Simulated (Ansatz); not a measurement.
# SiF− (singlet): wave-function methods side by side at distance Si1–F2 = 1.874 Å, aug-cc-pVDZ

One table from this session's results is given with a row withheld; the runs are named, their logs left out.

Method: aug-cc-pVDZ, core rule «outside noble gas», up to 6 orbitals frozen; program: Ansatz 0.2.0, Gaussian basis.

The runs, in order: UHF; CCSD(T) on RHF; CCSD(T) on UHF; BCCD(T) on RHF; CISD; CCSDT(Q) on RHF; CCSDT(Q) on UHF; CASSCF and MRCISD+Q, 2 electrons in 2 orbitals; CASSCF and NEVPT2, 2 electrons in 2 orbitals.

35 further runs of the same task are left out: 18 for a known fault of the program, 2 for a mislabelled method, 9 that didn't finish, 6 set aside as unsound or not needed.

## The system

The geometry derives from a PBE0/def2-TZVPD stationary point (not a proven minimum). One bond is set to the value named and the two fragments are kept rigid.

2 atoms, charge -1, spin multiplicity 1.

Atoms are counted from 1 here; the program's logs count them from 0.

Bond lengths: Si1–F2 1.874 Å.

The first run:

The input, in.yaml:

```yaml
crystal:
  periodic: [false, false, false]
  atoms:
    - {symbol: Si, position_ang: [0.000000, 0.000000, 0.000000]}
    - {symbol: F, position_ang: [0.000000, 0.000000, 1.874000]}
basis:
  gaussian: {orbitals: aug-cc-pVDZ}
total_charge: -1
magnetization: {spin_polarized: true, initial_magnetization: 0}
hamiltonian: {xc: hf}
output: {orbitals: {seedname: orbitals}}
```

Command:

```
> ansatz run in.yaml --threads 1 --pin off --events-out ev --progress --plain --max-ram 2393MiB
```

Steps of the session up to this table: UHF; CCSD(T) on RHF; CCSD(T) on UHF; BCCD(T) on RHF; CISD; CCSDT(Q) on RHF; CCSDT(Q) on UHF; CASSCF and MRCISD+Q, 2 electrons in 2 orbitals; CASSCF and NEVPT2, 2 electrons in 2 orbitals.

One table of the session follows, with a row left open; its other results are not shown here.

| method | from RCCSDT(Q) (meV) |
| --- | --- |
| RHF | +9158.1 |
| UHF | +8037.6 |
| RMP2 | +1015.8 |
| UMP2 | +384.7 |
| CISD | +1310.2 |
| RCCSD | +495.1 |
| UCCSD | ? |
| RCCSD(T) | +200.3 |
| UCCSD(T) | -393.3 |
| BCCD(T) | +191.5 |
| RCCSDT | +78.2 |
| UCCSDT | -601.3 |
| RCCSDT(Q) | 0 |
| UCCSDT(Q) | -689.3 |

**Question.** Estimate the row for UCCSD.

**Answer.** from RCCSDT(Q) (meV): -109.2. In the column «from RCCSDT(Q) (meV)» it lies between UCCSD(T) (-393.3) and RCCSDT(Q) (0).

Left out of the table: CASSCF pair, NEVPT2 pair, MRCISD pair, MRCISD+Q pair (the active space lost an orbital or holds another state than full CI finds).

Limits of these values: The determinant is far from a pure spin state, so its energy mixes those of several spin states (harmless only where they are near-degenerate, as at dissociation). The report flags that the cluster equations may have other roots. The program flags UCCSD(T), RCCSDT(Q), UCCSDT(Q) as in doubt, so the zero of the table is itself unsure. Warnings: restricted reference is unstable; spin contamination. Restricted and unrestricted rows rest on different reference determinants; where their highest levels disagree by more than a few hundredths of an eV, they describe different states and don't form one ladder. Warnings in the runs' records: passed over end.
